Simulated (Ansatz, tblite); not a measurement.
Cost and result up the ladder for Al(H2O)H3 (AlOH5) (7 atoms). Total charge 0; singlet. Geometry: PBE-D4/def2-TZVP.

Cartesian coordinates in Å:
```
Al -0.691 0.181 -0.543
O 1.058 0.020 0.540
H 1.385 -0.894 0.452
H 0.895 0.171 1.489
H -0.486 1.554 -1.338
H -1.684 0.180 0.726
H -0.477 -1.212 -1.325
```

Ansatz on 4 threads of Arm Neoverse V1 on a shared host; xTB runs through tblite on one thread. Times are rough, summed over both states, and most runs start from the orbitals of an earlier one. CCSD(T)/def2-TZVPP serves as the yardstick here, not as an exact answer. The other state is a doublet.

The xTB rows come from tblite. Correlated methods freeze 6 core orbitals. HOMO above LUMO, or a gap near zero within one spin, warns that the state may not be the lowest or that an electron is smeared out.

Run but left out: PBE-D4/def2-TZVP (charge +1 doublet: an occupied level 0.14 eV above an empty one).

Correlated methods converge slowly with the basis.

Raw xTB energies of ions are shifted by several eV.

```
                          level  functions  wall time  vertical IE (eV)  difference from CCSD(T)/def2-TZVPP (eV)                                     remarks
                       GFN2-xTB         18    0.004 s             13.69                                     3.32                                           –
                       GFN1-xTB         23     0.01 s             14.67                                     4.29                                           –
            r2SCAN-D4/def2-TZVP         98      3.3 s              9.89                                    -0.49  gap within one spin near zero (+1 doublet)
PBE0-D4/def2-TZVP (with forces)         98      3.7 s             10.05                                    -0.33                                           –
             CCSD(T)/def2-TZVPP        143       29 s             10.37                                     0.00                                           –
```
